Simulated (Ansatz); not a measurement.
Energy needed to pull apart C2H4S (SMILES CC=S), closed shell, into free ground-state atoms, from the structure below (displaced at random from a GFN2-xTB minimum); no zero-point or spin–orbit terms; open-shell atoms are treated unrestricted, in their ground-state multiplicity.

C1  (-0.587, 0.363, -0.121)
C2  (0.737, -0.379, 0.015)
S3  (1.168, -1.191, 1.378)
H4  (-1.383, -0.314, -0.035)
H5  (-0.623, 0.866, -1.101)
H6  (-0.723, 1.067, 0.716)
H7  (1.406, -0.246, -0.758)
(Å)

Ansatz 0.2.0; basis: def2-TZVPP; cores frozen in the correlated methods. B3LYP uses VWN-RPA correlation.

| method | atomization energy (kcal/mol) |
| --- | --- |
| PBE-D4 | 636.6 |
| r2SCAN-D4 | ? |
| B97M-V | 624.1 |
| PBE0-D4 | 624.1 |
| B3LYP-D4 | 621.0 |
| wB97M-V | 622.9 |
| HF | ? |
| MP2 | 612.8 |
| CCSD | 594.1 |
| CCSD(T) | 605.2 |

(1) What does HF give? (Judge from chemistry; the value comes from the calculation.)

(2) What does r2SCAN-D4 give? (An estimate is asked for; the value comes from the calculation.)

T1 diagnostic: at most 0.018. The restricted Hartree–Fock reference is unstable towards an unrestricted one here.

## Answers

(1) Computed: 449.8 kcal/mol, which is about 155.4 kcal/mol less than CCSD(T)/def2-TZVPP.

(2) By the calculation: 622.6 kcal/mol, which is about 17.4 kcal/mol more than CCSD(T)/def2-TZVPP.

In triple zeta the MP2 and coupled-cluster atomization energies are still short of their basis limit by a few kcal/mol a bond, whereas those of the functionals are nearly converged, so these differences are not deviations from converged CCSD(T).

For scale, one of the runs: CCSD(T)/def2-TZVPP forces, 160 basis functions, launched by `ansatz run in.yaml --threads 4 --pin off --events-out ev --progress --plain --max-ram 5222MiB`. Time: 85 s of wall clock on 4 CPU threads of an Arm Neoverse N1; the host was shared. Peak host memory: 2.2 GiB.
